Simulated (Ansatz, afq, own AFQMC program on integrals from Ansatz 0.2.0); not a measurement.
NHCl, quartet: AFQMC among the cluster methods

```xyz
3

Cl    0.0000    0.0000   -1.3643
H     0.0000    0.0000    0.0947
N     0.0000    0.0000    1.2697
```

Connectivity, by distances: Cl ··· N, 1 bridging H.

Basis cc-pVTZ. Noble-gas cores (and the filled d shells of Ga–Kr and In–Xe) are frozen. AFQMC by an in-house program on the Cholesky factors that Ansatz 0.2.0 writes for its CCSD(T) run. ph-AFQMC/CISD is guided by a CISD state made of CCSD amplitudes; releasing the constraint for a short imaginary time cuts its bias at the price of noise, slowly where states lie close. Uncertainties: one standard error, sampling alone.

Determinant: UHF, the one that the program's search chose, which needn't be the lowest solution. The geometry is a point of a scan.

No full CI on the walks' own integrals is used here; CCSDT(Q) serves as the reference and is uncertain by about the last step of the cluster series.

Cautions: lower spins were not checked.

```
T1 diagnostic                               : 0.0165
weight of the determinant in the CISD state : 0.876
⟨S²⟩ of the determinant                     : 3.792
size of the correlated space                : 13 electrons in 72 orbitals
```

Reference: CCSDT(Q), correlation energy -10.015 eV. The released energy is read at 2.40 1/Eh (meV from the phaseless value at times in 1/Eh: -4 ± 4 at 0.24, -13 ± 9 at 0.51, -15 ± 7 at 0.99, -18 ± 6 at 1.62, -10 ± 10 at 2.40).

| level | E − E(reference) (kcal/mol) | share of correlation (%) |
| --- | --- | --- |
| HF | 230.95 | 0.00 |
| MP2 | 31.97 | 86.16 |
| CCSD | 9.32 | 95.96 |
| CCSD(T) | 1.14 | 99.51 |
| CCSDT | 0.38 | 99.83 |
| ph-AFQMC/HF | 1.74 ± 0.65 | 99.24 |
| ph-AFQMC/CISD | 0.27 ± 0.13 | 99.88 |
| released AFQMC | 0.05 ± 0.23 | 99.98 |

A walk keeps the symmetry of its determinant, which the program's search chose and which needn't be the lowest solution, so a lower state of the same spin and another symmetry isn't excluded. Released energies are given only where the last usable release times agree within the noise; a slower fall can still hide under it.
